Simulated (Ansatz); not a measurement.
Born–Oppenheimer molecular dynamics of C4H4 (8 atoms, charge 0, multiplicity 1). It starts from a relaxed structure.

These are results of Ansatz, RKS PBE0-D4/def2-SVP, not measurements.

| Item | Value |
| --- | --- |
| ensemble | NVT, Nosé–Hoover chain |
| time step | 4 fs |
| steps asked | 40 |
| set temperature | 1000 K |
| thermostat | time constant 100 fs, chain length 3 (defaults) |
| seed | 817085 |

First frame:

```xyz
8
Properties=species:S:1:pos:R:3
C -1.084 1.588 -0.906
C -0.332 0.837 -0.321
C 0.569 -0.019 0.375
C 0.460 -1.354 0.427
H -1.754 2.247 -1.427
H 1.398 0.477 0.895
H 1.188 -1.952 0.981
H -0.353 -1.881 -0.079
```

(1) What does the run give?

(2) What happens to the structure?

(3) How do temperature and energy run in time?

Answers

(1) All steps were run.

```
steps done                                               : 40
time covered                                             : 160 fs
mean temperature over the second half                    : 51 K
spread of the potential energy over the second half      : 0.3 meV per atom
mean potential energy of the second half above the start : 4080.5 meV per atom
```

The conserved energy changed by up to 6.6e+06 meV per atom, so the integration failed: the time step of 4 fs is too long for the fastest motions that this run met, and the later frames carry no physical meaning.

(2) Parted: C1–H5 1.07 → 59.77 Å, C3–C4 1.34 → 5.96 Å, C3–H6 1.10 → 6.18 Å, C4–H7 1.09 → 101.53 Å, C4–H8 1.09 → 10.02 Å. It ends as C + C3 + H + H + H + H. Pairs count as bonded within 1.25 times the sum of covalent radii (0.12 Å more for H–H). Another seed would give other details.

(3) 
```
time (fs)    T (K)  potential energy less start (eV)  conserved less start (meV/atom)
        0     1000                             0.000                             0.00
        8    44269                            19.854                          6778.02
       16    97301                            23.733                         19712.98
       24  1855765                            34.622                       5009080.82
       32    15647                            32.754                       5009046.49
       40     1339                            32.209                       5009032.84
       48      910                            31.179                       5009038.07
       56     2915                            26.768                       5008977.84
       64  1028099                            32.638                       6627084.42
       72     9293                            32.647                       6627084.42
       80      668                            32.648                       6627084.42
       88       90                            32.647                       6627084.42
       96       17                            32.647                       6627084.42
      104        5                            32.646                       6627084.42
      112        2                            32.645                       6627084.42
      120        1                            32.644                       6627084.42
      128        1                            32.643                       6627084.42
      136        1                            32.642                       6627084.42
      144        1                            32.642                       6627084.42
      152        1                            32.641                       6627084.42
      160        1                            32.640                       6627084.42
```

The run took 3.9 min on 1 thread of Arm Neoverse V1, on a shared host, peak memory 0.16 GiB.
